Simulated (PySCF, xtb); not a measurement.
fluorine (F₂), SMILES FF.

Harmonic wavenumbers (cm⁻¹) from GFN2-xTB (xtb) at its own minimum, in rising order: 704.

**Question.** What does PBE-D3(BJ)/def2-TZVPD in PySCF 2.14.0 give at its own minimum? (Estimate from the structure and the level; the computed values follow.)

**Answer.** 995. Paired by order, the mean absolute difference is 292 cm⁻¹ and the zero-point energies are 1.0 and 1.4 kcal/mol.
